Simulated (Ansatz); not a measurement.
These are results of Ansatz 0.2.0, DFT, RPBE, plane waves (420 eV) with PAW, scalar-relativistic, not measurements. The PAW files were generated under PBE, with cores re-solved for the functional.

An element in the hcp structure gives this curve. The cell is scaled uniformly from the relaxed one, with fractional coordinates and shape fixed. Energies are extrapolated to zero smearing, pressures are those at the given smearing. Magnetic state: non-magnetic.

| V (Å³/atom) | E − E₀ (meV/atom) | P (GPa) |
| --- | --- | --- |
| 21.073 | 116.1 | 14.12 |
| 22.031 | 48.8 | 8.60 |
| 22.989 | 11.7 | 3.96 |
| 23.947 | 0.0 | 0.06 |
| 24.905 | 9.7 | -3.23 |
| 25.863 | 37.6 | -5.99 |
| 26.820 | 80.6 | -8.31 |

(1) Which element is it?
A. germanium
B. lithium
C. antimony
D. zirconium

## Answers

(1) D. Its fit is V₀ = 23.96 Å³/atom, B₀ = 89 GPa, B₀′ = 3.3.
